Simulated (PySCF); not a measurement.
# phosphanide: proton affinities at several levels

Structure: `[PH2-]` ([PH2]-). Optimised structure (Å), atoms numbered from 1:
```
P     0.0113    0.6630   -0.0058
H    -1.0314   -0.3341   -0.0230
H     1.0439   -0.3447   -0.0002
```

All levels share the PBE0-D3(BJ)/ma-def2-SVP structures and the PBE0-D3(BJ)/ma-def2-SVP thermal terms; only the single-point energies (PySCF) change. Values are proton affinities (298 K, kJ/mol).

```jsonl
{"level": "MP2/aug-cc-pVTZ", "P1": "1526", "time": "4.5 s"}
{"level": "M06-2X/ma-def2-TZVP", "P1": "1531", "time": "–"}
{"level": "CCSD(T)/aug-cc-pVTZ", "P1": "1533", "time": "39 s"}
{"level": "HF/aug-cc-pVTZ", "P1": "1547", "time": "0.73 s"}
```

Times are wall times for all single points of a level on 1 thread of Arm Neoverse N1, a shared host; the dash marks the run that also made the structures.

Hartree-Fock leaves out electron correlation, so its proton affinities can be off by tens of kJ/mol.

The spread: 21 kJ/mol, from 1526 to 1547.
